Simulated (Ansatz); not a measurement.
A nudged elastic band was laid between two geometries of BClH2 + H (5 atoms, charge 0, multiplicity 2).

The calculation used UKS B3LYP-D4/6-31G* in Ansatz.

| Property | Result |
| --- | --- |
| movable images | 5 |
| climbing image | yes |
| spring | 5.0 eV/Å² |
| optimiser | quadratic models (default) |
| start path | through a guess of the saddle point |
| force threshold | 0.03 eV/Å |
| iteration limit | 60 |
| end points | relaxed |

Image 0:

```xyz
5
Properties=species:S:1:pos:R:3
B 0.003 0.000 -0.217
H 0.007 0.000 0.973
Cl 1.545 0.000 -1.046
H -0.987 0.000 -0.875
H 0.012 0.000 3.480
```

Image 6:

```xyz
5
Properties=species:S:1:pos:R:3
B 0.040 0.000 -0.585
H -0.019 0.000 2.356
Cl 1.579 0.000 -1.373
H -0.993 0.000 -1.183
H -0.027 0.000 3.100
```

Task: What changes between the two ends?

Result: Bonds broken: B1–H2. Bonds formed: H2–H5. BClH2 + H becomes BClH + H2.

Task: Give the energies along the band, and the barrier.

Result: It converged. The highest image is number 3 of 0 to 6, 7.3 kcal/mol above the ends, which have the same energy within 2 meV. A vibrational analysis at the climbing image gives 2 clearly imaginary modes (1274i, 214i cm⁻¹): a point of higher order. A lower path may pass nearby, or the ends, which weren't checked, may share the extra mode.

```
image  path coordinate (Å)  energy (kcal/mol)  B1–H2 (Å)  H2–H5 (Å)
    0                 0.00                0.0       1.19       2.51
    1                 0.43                0.3       1.19       2.06
    2                 0.87                1.9       1.21       1.57
    3                 1.30                7.3       1.47       0.96
    4                 1.81                2.8       2.05       0.77
    5                 2.33                0.5       2.52       0.75
    6                 2.84                0.0       2.94       0.74
```

Task: What is the geometry of the highest image?

Result: 
```xyz
5
Properties=species:S:1:pos:R:3
B 0.001 -0.001 -0.035
H 0.012 -0.001 1.440
Cl 1.543 0.000 -0.831
H -1.017 0.000 -0.655
H 0.041 0.001 2.397
```

The band took 10 iterations and of the order of 30 core-seconds.

Time of the run: 34 s on 1 thread of Intel(R) Xeon(R) 6975P-C (Granite Rapids), with other jobs on the host, peak memory 0.12 GiB.
